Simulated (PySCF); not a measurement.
Two structures of BSiH$_{6}$F, closed shell, reached by relaxing down either side of one saddle point (PBE0-D4/def2-TZVP). Energies are electronic, without zero-point energy. PySCF 2.14 with density fitting (its default auxiliary sets; JK sets also for MP2 and CCSD(T)); basis: def2-TZVPP and def2-QZVPP; cores frozen in the correlated methods. Extrapolation: Hartree–Fock as exp(−7.88 √X), correlation as X^−2.97. First:

B1  (-0.466, -0.600, -1.723)
F2  (-1.510, -1.406, -1.728)
H3  (0.623, -1.093, -1.653)
H4  (-0.663, 0.576, -1.845)
H5  (-0.484, -0.340, 0.658)
Si6  (0.467, 0.526, 1.410)
H7  (1.169, -0.304, 2.420)
H8  (-0.300, 1.604, 2.080)
H9  (1.446, 1.111, 0.462)
(Å)

Second:

B1  (-0.110, -0.082, -1.125)
F2  (-0.866, -1.654, -0.269)
H3  (0.737, -0.646, -1.749)
H4  (-1.098, 0.271, -1.695)
H5  (-0.639, -1.418, 0.615)
Si6  (0.396, 0.791, 0.630)
H7  (0.035, -0.266, 1.668)
H8  (-0.377, 1.996, 1.037)
H9  (1.842, 1.059, 0.851)
(Å)

Q: Which bonds change from the first to the second?

A: BH₂F ([BH2][F]) + SiH₄ → BSiH₅ ([BH2][SiH3]) + HF; bonds formed: B1–Si6, F2–H5; bonds broken: B1–F2, H5–Si6.

Q: Give the saddle point's structure and its height above each. (An estimate is asked for; the value comes from the calculation.)

A: The calculation gives: 52.20 kcal/mol above the first and 15.77 kcal/mol above the second (CCSD(T) at an estimated basis limit (MP2 extrapolated from triple and quadruple zeta, plus CCSD(T) − MP2 in triple zeta)).
```
9
angstrom
B -0.1336 -0.2504 -1.0296
F -1.4797 -1.1764 -0.7740
H 0.7396 -0.9706 -1.4050
H -0.4643 0.7099 -1.6549
H -0.9830 -0.6933 0.0794
Si 0.3997 0.4230 0.9130
H 0.8786 -0.5857 1.8953
H -0.5214 1.3665 1.6004
H 1.5640 1.1769 0.3755
```

T1 diagnostic: at most 0.014. The start structure is not quite a true minimum (one mode of 46i cm⁻¹).

Labels in which every atom is bracketed show which atoms are joined, not bond orders.

For scale, one of the runs: CCSD(T)/def2-TZVPP, 188 basis functions, launched by `OMP_NUM_THREADS=4 python run.py`. Time: 4.4 min of wall clock on 4 CPU threads of an Arm Neoverse V1; the host was shared. Peak host memory: 1.9 GiB.
